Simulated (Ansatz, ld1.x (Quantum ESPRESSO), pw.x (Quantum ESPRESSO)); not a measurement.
magnesium (diamond): variants of one TM potential in the solid

- Element: Mg (Z = 12)
- Generator: ld1.x (Quantum ESPRESSO) 7.5
- Type: norm-conserving Troullier–Martins (Kleinman–Bylander form)
- Functional: LDA (PW92)
- Relativity: scalar-relativistic
- Frozen core: [Ne]
- Valence charge: 2
- Reference configuration: 3s2 3p0
- Partial waves: 3s (bound): rc 2.20 bohr; 3p (bound, empty): rc 2.80 bohr; 3d channel at 0.45 Ry: rc 2.90 bohr
- Local potential: the d channel
- Core correction: none

Crystal test: diamond Mg in pw.x 7.5, no spin, 8³ k-points, Fermi–Dirac smearing 0.01 Ry, cutoffs set for each file from its atomic test. The reference is all-electron LAPW (Ansatz 0.2.0) with the same functional, mesh and smearing; V0 and B0 come from Birch–Murnaghan fits to the pressures at five volumes. Errors are pseudo minus all-electron; Δ is the rms difference of the E(V) curves that follow from these fits, minima aligned, over ±6 % about the mean V0. Mesh and smearing are coarse, so the numbers serve the comparison and aren't converged zero-temperature values; the lattice is a test structure that the element need not adopt.

All-electron: a0 = 6.700 Å (V0 = 37.60 Å³/atom), B0 = 12.5 GPa.

Base: The largest radius (2.90 bohr) exceeds half the bond length (2.74 bohr), so the spheres overlap, which is one possible source of error among others.

| change | cutoffs (Ry) | pw.x | a0 (Å) | a0 error (%) | B0 error (%) | Δ (meV/atom) | mean pressure error (GPa) |
| --- | --- | --- | --- | --- | --- | --- | --- |
| base | 35/140 | converged | 6.680 | -0.31 | -1.1 | 0.9 | -0.11 |
| wave 3p (bound): rc 2.80 bohr becomes 3p (bound): rc 2.64 bohr | 35/140 | converged | 6.680 | -0.30 | -1.1 | 0.9 | -0.11 |
| local potential all-electron potential smoothed inside 1.95 bohr (lloc = -1) | 35/140 | converged | 6.676 | -0.36 | -0.7 | 1.1 | -0.13 |
| wave 3d channel at 0.45 Ry: rc 2.90 bohr becomes 3d channel at 0.45 Ry: rc 3.80 bohr | 35/140 | converged | 6.692 | -0.12 | -3.3 | 0.4 | -0.04 |
| type PAW; waves now 3s (bound): rcut 1.90, rcutus 2.20 bohr; 3s channel at 1.85 Ry: rcut 1.90, rcutus 2.20 bohr; 3p (bound): rcut 2.45, rcutus 2.80 bohr; 3p channel at 0.7 Ry: rcut 2.45, rcutus 2.80 bohr; 3d channel at 0.45 Ry: rcut 2.50, rcutus 2.90 bohr; 3d channel at 1.85 Ry: rcut 2.50, rcutus 2.90 bohr; local potential all-electron potential smoothed inside 2.00 bohr (lloc = -1); augmentation PSQ, inside the norm-conserving radii | 40/320 | converged | 6.703 | +0.05 | +0.9 | 0.2 | +0.02 |

Question: Give the row for: all radii scaled by about 0.74 (s 1.62, p 2.08, d 2.14 bohr).

Answer: pw.x: converged; mean pressure error (GPa): -0.16; a0 (Å): 6.671; a0 error (%): -0.44; B0 error (%): +0.2; Δ (meV/atom): 1.4.
